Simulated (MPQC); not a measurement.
**CN (SMILES [C]#N) at 6 levels**

We compute a comparison of 6 runs (UHF/STO-3G, UHF/3-21G, UHF/def2-SVP, USVWN5/STO-3G, UB3LYP/6-31G*, UPBE0/def2-TZVP) of CN. 

The results are computed with MPQC 2.3.1.

5 further runs of the same task are left out: 5 set aside as unsound or not needed.

## Step 1: The molecule

CN has 2 atoms, charge 0, and is taken as a doublet. As SMILES, `[C]#N`. Geometry: relaxed at PBE0-D4/def2-TZVP.

Bond lengths: C1–N2 1.160 Å.

## Step 2: Energy and gradient at UHF/STO-3G (run 1)

mol.in

```
% emacs should use -*- KeyVal -*- mode
molecule<Molecule>: (
    symmetry = c1
    unit = angstrom
    { atoms geometry } = {
        C  [ 0.495600 -0.160400 0.255200 ]
        N  [ -0.495600 0.160400 -0.255200 ]
    }
)
basis<GaussianBasisSet>: (
    name = "STO-3G"
    molecule = $:molecule
    basisdir = "."
    puream = yes
)
mpqc: (
    checkpoint = no
    savestate = no
    restart = no
    do_energy = yes
    do_gradient = yes
    optimize = no
    mole<UHF>: (
        molecule = $:molecule
        basis = $:basis
        total_charge = 0
        multiplicity = 2
        memory = 1000000000
        print_evals = yes
        print_npa = yes
        maxiter = 120
        value_accuracy = 1e-08
        guess_wavefunction<UHF>: (
            molecule = $:molecule
            total_charge = 0
            multiplicity = 2
            memory = 1000000000
            value_accuracy = 1e-3
            basis<GaussianBasisSet>: (
                name = "3-21G"
                molecule = $:molecule
            )
        )
    )
)
```

The basis set STO-3G is read from a file made from the Basis Set Exchange's data (not shown).

Command:

```console
$ mpqc -o mol.out mol.in
```

The program printed:

```text
MPQC: Massively Parallel Quantum Chemistry
[...]
  <S^2>      = 1.219871
  total scf energy =  -91.0190396037
[...]
Value of the MolecularEnergy:  -91.0190396037
  Gradient of the MolecularEnergy:
      1   -0.1000597627
      2    0.0323841524
      3   -0.0515239133
      4    0.1000597627
      5   -0.0323841524
      6    0.0515239133
  Function Parameters:
    value_accuracy    = 8.054537e-09 (1.000000e-08) (computed)
    gradient_accuracy = 8.054537e-07 (1.000000e-06) (computed)
    hessian_accuracy  = 0.000000e+00 (1.000000e-04)
[...]
      symmetry = c1
[...]
      nbasis = 10
[...]
    nalpha = 7
    nbeta = 6
[...]
```

It took 0.1 s on 1 thread of Arm Neoverse V1, shared host.

## Step 3: Energy and gradient at UHF/3-21G (run 2)

Edit mol.in of step 2 so:

```diff
@@ -1,2 +1 @@
-% emacs should use -*- KeyVal -*- mode
 molecule<Molecule>: (
@@ -5,4 +4,4 @@
     { atoms geometry } = {
-        C  [ 0.495600 -0.160400 0.255200 ]
-        N  [ -0.495600 0.160400 -0.255200 ]
+        C  [ 0.495600      -0.160400       0.255200 ]
+        N  [ -0.495600       0.160400      -0.255200 ]
     }
@@ -10,3 +9,3 @@
 basis<GaussianBasisSet>: (
-    name = "STO-3G"
+    name = "3-21G"
     molecule = $:molecule
@@ -39,3 +38,3 @@
             basis<GaussianBasisSet>: (
-                name = "3-21G"
+                name = "STO-3G"
                 molecule = $:molecule
```

The basis set 3-21G is read from a file made from the Basis Set Exchange's data (not shown).

Command:

```console
$ mpqc mol.in > mol.out
```

The program printed:

```text
MPQC: Massively Parallel Quantum Chemistry
[...]
  <S^2>      = 1.175154
  total scf energy =  -91.6841562335
[...]
Value of the MolecularEnergy:  -91.6841562335
  Gradient of the MolecularEnergy:
      1   -0.0282374676
      2    0.0091390028
      3   -0.0145403586
      4    0.0282374676
      5   -0.0091390028
      6    0.0145403586
  Function Parameters:
    value_accuracy    = 5.230264e-09 (1.000000e-08) (computed)
    gradient_accuracy = 5.230264e-07 (1.000000e-06) (computed)
    hessian_accuracy  = 0.000000e+00 (1.000000e-04)
[...]
      symmetry = c1
[...]
      nbasis = 18
[...]
    nalpha = 7
    nbeta = 6
[...]
```

Run time: 0.12 s. Hardware: 1 thread of Arm Neoverse V1, shared host.

## Step 4: Energy and gradient at UHF/def2-SVP (run 3)

mol.in

```
% emacs should use -*- KeyVal -*- mode
molecule<Molecule>: (
  symmetry = c1
  unit = angstrom
  { atoms geometry } = {
    C  [ 0.495600 -0.160400 0.255200 ]
    N  [ -0.495600 0.160400 -0.255200 ]
  }
)
basis<GaussianBasisSet>: (
  name = "def2-SVP"
  molecule = $:molecule
  basisdir = "."
  puream = yes
)
mpqc: (
  checkpoint = no
  savestate = no
  restart = no
  do_energy = yes
  do_gradient = yes
  optimize = no
  mole<UHF>: (
    molecule = $:molecule
    basis = $:basis
    total_charge = 0
    multiplicity = 2
    memory = 1000000000
    print_evals = yes
    print_npa = yes
    maxiter = 120
    value_accuracy = 1e-08
    guess_wavefunction<ExtendedHuckelWfn>: (
      molecule = $:molecule
      total_charge = 0
      multiplicity = 2
      basis<GaussianBasisSet>: (
        name = "STO-3G"
        molecule = $:molecule
      )
    )
  )
)
```

The basis set def2-SVP is read from a file made from the Basis Set Exchange's data (not shown).

Command:

```console
$ mpqc mol.in > mol.out
```

The program printed:

```text
MPQC: Massively Parallel Quantum Chemistry
[...]
  USCF::init: total charge = 0
[...]
  iter     1 energy =  -86.9958015656 delta = 1.70422e-01
[...]
  <S^2>      = 1.130162
  total scf energy =  -92.1290754236
[...]
Value of the MolecularEnergy:  -92.1290754236
  Gradient of the MolecularEnergy:
      1    0.0017368448
      2   -0.0005621265
      3    0.0008943559
      4   -0.0017368448
      5    0.0005621265
      6   -0.0008943559
  Function Parameters:
    value_accuracy    = 5.686964e-09 (1.000000e-08) (computed)
    gradient_accuracy = 5.686964e-07 (1.000000e-06) (computed)
    hessian_accuracy  = 0.000000e+00 (1.000000e-04)
[...]
      symmetry = c1
[...]
      nbasis = 28
[...]
    nalpha = 7
    nbeta = 6
[...]
```

It took 0.24 s on 1 thread of Arm Neoverse V1, shared host.

Runs 4 to 5 aren't shown in full; the table further down has their settings and results.

## Step 5: Energy and gradient at UPBE0/def2-TZVP (run 6)

job.in

```
% CN
molecule<Molecule>: (
  symmetry = c1
  unit = bohr
  { atoms geometry } = {
    C  [ 0.93654827  -0.30311207   0.48225811 ]
    N  [ -0.93654827   0.30311207  -0.48225811 ]
  }
)
basis<GaussianBasisSet>: (
  name = "def2-TZVP"
  molecule = $:molecule
  basisdir = "."
  puream = yes
)
mpqc: (
  checkpoint = no
  savestate = no
  restart = no
  do_energy = yes
  do_gradient = yes
  optimize = no
  mole<UKS>: (
    molecule = $:molecule
    basis = $:basis
    total_charge = 0
    multiplicity = 2
    memory = 1000000000
    print_evals = yes
    print_npa = yes
    maxiter = 120
    value_accuracy = 1e-08
    functional<SumDenFunctional>: (
      a0 = 0.25
      coefs = [ 0.75 1 ]
      funcs: [ <PBEXFunctional>: () <PBECFunctional>: () ]
    )
    integrator<RadialAngularIntegrator>: ( grid = xfine )
    guess_wavefunction<UHF>: (
      molecule = $:molecule
      total_charge = 0
      multiplicity = 2
      memory = 1000000000
      value_accuracy = 1e-3
      basis<GaussianBasisSet>: (
        name = "STO-3G"
        molecule = $:molecule
      )
    )
  )
)
```

The basis set def2-TZVP is read from a file made from the Basis Set Exchange's data (not shown).

Command:

```console
$ mpqc -o job.out job.in
```

The program printed:

```text
MPQC: Massively Parallel Quantum Chemistry
[...]
  Integrated electron density error = -0.000112606398
  iter     1 energy =  -92.4448262492 delta = 5.80025e-02
  Integrated electron density error = -0.000057164479
  iter     2 energy =  -92.6216635237 delta = 2.29814e-02
[...]
  Integrated electron density error = -0.000000063256
  iter    45 energy =  -92.6337122862 delta = 4.13736e-08
  Integrated electron density error = -0.000000063256
  iter    46 energy =  -92.6337122862 delta = 4.34123e-08
  Integrated electron density error = -0.000000063256
  iter    47 energy =  -92.6337122862 delta = 2.51753e-08
[...]
  <S^2>      = 0.763543
  total scf energy =  -92.6337122862
[...]
  Integrated electron density error = -0.000000065415
  Total Gradient:
[...]
Value of the MolecularEnergy:  -92.6337122862
  Gradient of the MolecularEnergy:
      1    0.0000847700
      2   -0.0000279239
      3    0.0000428693
      4   -0.0000847700
      5    0.0000279239
      6   -0.0000428693
  Unrestricted Kohn-Sham (UKS) Parameters:
    Function Parameters:
      value_accuracy    = 5.878443e-09 (1.000000e-08) (computed)
      gradient_accuracy = 5.878443e-07 (1.000000e-06) (computed)
      hessian_accuracy  = 0.000000e+00 (1.000000e-04)
[...]
        symmetry = c1
[...]
        nbasis = 62
[...]
      nalpha = 7
      nbeta = 6
[...]
```

Wall time 57 s (1 thread of Arm Neoverse V1, shared host); peak memory 0.5 GiB.

## Step 6: All runs side by side

```csv
run,level,starting guess,integration grid,energy (Eh),⟨S²⟩,largest force (eV/Å),wall time
1,UHF/STO-3G,3-21G,–,-91.019040,1.220,6.022,0.1 s
2,UHF/3-21G,STO-3G,–,-91.684156,1.175,1.699,0.12 s
3,UHF/def2-SVP,huckel STO-3G,–,-92.129075,1.130,0.105,0.24 s
4,USVWN5/STO-3G,huckel STO-3G,xfine,-90.697552,0.753,7.663,1.4 s
5,UB3LYP/6-31G* (spherical functions),MINI (Huzinaga),xfine,-92.708408,0.757,1.595,11 s
6,UPBE0/def2-TZVP,STO-3G,xfine,-92.633712,0.764,0.005,57 s
```

## Step 7: What came out

```
                       quantity         value
            run 6: total energy  -92.63371 Eh
                    run 6: ⟨S²⟩         0.764
run 6: largest force on an atom    0.005 eV/Å
```

In words: Totals of different functionals can't be ranked against each other. In runs 1, 4 the basis is minimal, so the values are rough. Spin contamination of the reference: run 1 ⟨S²⟩ = 1.22, run 2 ⟨S²⟩ = 1.18, run 3 ⟨S²⟩ = 1.13. All runs together took 70 s, the longest 57 s.
